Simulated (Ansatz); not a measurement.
Ideal-gas functions of C2H4FNO, SMILES `N/C=C(\O)F` at 500 K and 1 bar, from an Ansatz frequency run at PBE0-D4/def2-TZVP.

Molar mass 77.06 g/mol, point group C1 (symmetry number 1), electronic degeneracy 1, moments of inertia 49.464, 130.542, 178.166 u Å². Harmonic wavenumbers (cm⁻¹, unscaled): 213, 234, 284, 338, 494, 531, 620, 770, 846, 910, 1130, 1195, 1257, 1306, 1397, 1651, 1845, 3234, 3555, 3648, 3802.

Use S(trans) = R[1.5 ln M + 2.5 ln T − 1.1517]; rotational temperatures θ = 24.2544 K / I; S(rot) = R[ln(√π/σ · √(T³/θAθBθC)) + 1.5]; for each mode x = 1.438777 ν̃/T, S = R[x/(eˣ − 1) − ln(1 − e⁻ˣ)] and H = RT x/(eˣ − 1); 1 cm⁻¹ = 0.0119627 kJ/mol; R = 8.31446 J/(mol·K).

By hand: the entropy, in J/(mol·K).

Translation 173.8. Rotation: θ = 0.4903, 0.1858, 0.1361 K, giving 113.0. Vibration, mode by mode: 12.51, 11.76, 10.22, 8.87, 6.06, 5.55, 4.52, 3.22, 2.71, 2.34, 1.42, 1.22, 1.06, 0.94, 0.76, 0.42, 0.26, 0.01, 0.00, 0.00, 0.00, in all 73.8. Electronic 0.0. Sum 360.6 J/(mol·K).

By hand: H − E and G − E in kJ/mol, counted from the electronic energy.

Zero-point energy ½ × 29260 × 0.0119627 = 175.0; thermal vibration 21.6; translation, rotation and pV give 4 RT = 16.6. H − E = 213.2 kJ/mol, and G − E = 213.2 − 500 × 360.6/1000 = 32.9 kJ/mol.

Vibration gives 20 % of the entropy. The sum counts one conformer and one mirror image; others add a mixing term.
